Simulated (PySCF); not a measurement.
Job for PySCF: R-HF/STO-3G on CHN (SMILES C#N).

```python
from pyscf import gto, scf, dft, mp
from pyscf.data.elements import chemcore

mol = gto.M(
    atom='''
    C     1.99644300    0.05718500   -0.00648300
    N     2.98021800    0.65834500    0.10945000
    H     1.07234100   -0.48518900   -0.10641600
    ''',
    basis='sto-3g',
    charge=0, spin=0, verbose=3, max_memory=1800)
mf = scf.RHF(mol)
mf.conv_tol = 1e-8
mf.max_cycle = 100
mf.kernel()
if not mf.converged:
    mf = mf.newton().run(mf.mo_coeff, mf.mo_occ)
```

**Question.** Give the final energy of this run.

**Answer.** -91.6751 hartree.
